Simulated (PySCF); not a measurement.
Predicted microwave data (PBE0-D3(BJ)/def2-SVP geometry optimisation, gas phase in PySCF) for one isomer of C3H6FN:

* Rotational constants: A = 23892, B = 2184, C = 2092 MHz
* Dipole components: |μa| = 1.25 D, |μb| = 0.12 D, |μc| = 0.98 D
* Inertial defect: -10.94 u·Å²
* κ: -0.99

Question: Which structure is it? (One computed conformer of each.)
A. `[F:1][CH2:2][C@H:3]1[CH2:4][NH:5]1` with F1–C2–C3–C4 87°
B. `[H]/[N:1]=[CH:2]\[CH2:3][CH2:4][F:5]` with N1–C2–C3–C4 -125°, C2–C3–C4–F5 -175°
C. `[CH3:1]/[N:2]=[CH:3]/[CH2:4][F:5]` with N2–C3–C4–F5 -143°

Answer: C. It is C/N=C/CF, a near-prolate asymmetric top, point group C1. The candidates at the same level (rigid rotor, commonest isotopes):

```csv
SMILES,A (MHz),B (MHz),C (MHz),μa (D),μb (D),μc (D),Δ (u·Å²),point group,rotor
[H]/N=C\CCF,22575,2131,2086,0.63,0.13,0.08,-17.32,C1,near-prolate asymmetric top
C/N=C/CF,23892,2184,2092,1.25,0.12,0.98,-10.94,C1,near-prolate asymmetric top
FC[C@H]1CN1,13935,3181,2884,1.53,0.10,1.13,-19.93,C1,near-prolate asymmetric top
```

`FC[C@H]1CN1` has B 46 % too high; `[H]/N=C\CCF` has A 6 % too low. No structure here is proved a minimum.
